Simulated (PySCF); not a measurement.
HBO.
Bonds: B1–O2 (double). Hydrogens: H3 on B1.

Level: PBE0/pcSseg-1 and CAM-B3LYP/def2-SVPD in PySCF, non-relativistic, on one gas-phase PBE0-D3(BJ)/def2-SVP geometry that isn't relaxed in the solvent. The solvent is an IEF-PCM continuum (van der Waals radii × 1.2). The model holds no explicit solvent molecules, cavitation or dispersion.

Gas phase at PBE0/pcSseg-1: HOMO -10.46 eV, LUMO 0.21 eV, dipole 2.72 D.

Q: What does the continuum do to the energy, the frontier levels and the dipole at PBE0/pcSseg-1 in chloroform and methanol?

A: 
```json
{"solvent": "chloroform", "ε": "4.711", "E(solvent) − E(gas) (kcal/mol)": "-3.07", "polarisation term (kcal/mol)": "-3.50", "distortion of the solute (kcal/mol)": "0.43", "HOMO (eV)": "-10.57", "LUMO (eV)": "0.33", "dipole (D)": "3.12"}
{"solvent": "methanol", "ε": "32.61", "E(solvent) − E(gas) (kcal/mol)": "-4.23", "polarisation term (kcal/mol)": "-5.03", "distortion of the solute (kcal/mol)": "0.80", "HOMO (eV)": "-10.62", "LUMO (eV)": "0.36", "dipole (D)": "3.28"}
```

The polarisation term is half the interaction of the solute with the surface charges that it induces; the rest is the cost of distorting the solute's density. The sum is the electrostatic part of solvation alone. From chloroform to methanol the lowering changes by a factor 1.38, Onsager's factor (ε − 1)/(2ε + 1) by 1.34 and ε itself by 6.9.

Q: Which radius a makes the point-dipole formula ΔE = −[(ε − 1)/(2ε + 1)]·μ²/a³ give the value in methanol, with the gas-phase dipole?

A: μ = 1.070 au and |ΔE| = 0.00674 Eh give a = 2.29 Å; the farthest nucleus lies 1.19 Å from the centroid of the nuclei. The formula assumes a rigid point dipole at the centre of a sphere.

Q: Which Hirshfeld charges (PBE0/pcSseg-1) respond most in chloroform (means over atoms taken as equivalent)?

A: 
```csv
atoms,environment,gas (e),solvent (e),change
O2,oxygen bonded to B,-0.307,-0.339,-0.032
B1,boron bonded to O and H,+0.285,+0.302,+0.017
H3,B–H hydrogen,+0.022,+0.036,+0.014
```

Q: Which Mayer bond orders change most in chloroform?

A: 
```csv
bond,length (Å),gas,solvent,change
B1–O2,1.199,2.391,2.344,-0.047
B1–H3,1.185,0.970,0.967,-0.003
```

Gas phase at CAM-B3LYP/def2-SVPD: HOMO -12.04 eV, LUMO 0.84 eV, dipole 2.89 D.

Q: What does the continuum do to the energy, the frontier levels and the dipole at CAM-B3LYP/def2-SVPD in chloroform and methanol?

A: 
```json
{"solvent": "chloroform", "ε": "4.711", "E(solvent) − E(gas) (kcal/mol)": "-3.34", "polarisation term (kcal/mol)": "-3.83", "distortion of the solute (kcal/mol)": "0.49", "HOMO (eV)": "-12.16", "LUMO (eV)": "1.04", "dipole (D)": "3.34"}
{"solvent": "methanol", "ε": "32.61", "E(solvent) − E(gas) (kcal/mol)": "-4.60", "polarisation term (kcal/mol)": "-5.53", "distortion of the solute (kcal/mol)": "0.93", "HOMO (eV)": "-12.22", "LUMO (eV)": "1.09", "dipole (D)": "3.51"}
```

The atom shares or the degeneracy of the LUMO differ from the gas phase in methanol, so that column needn't follow one orbital.

Q: How does the static polarisability (CAM-B3LYP/def2-SVPD, frozen core, with the continuum's full static response) change?

A: 
```csv
medium,isotropic (au),principal values (au),⟨r²⟩ of the electrons (bohr²)
gas,16.7,"14.3, 14.3, 21.4",52.8
chloroform,18.7,"15.9, 15.9, 24.3",52.6
methanol,19.5,"16.5, 16.5, 25.3",52.6
```

The isotropic value in methanol is 1.17 times the gas-phase one; no cavity-field correction is applied. ⟨r²⟩ is taken about the centre of nuclear charge.
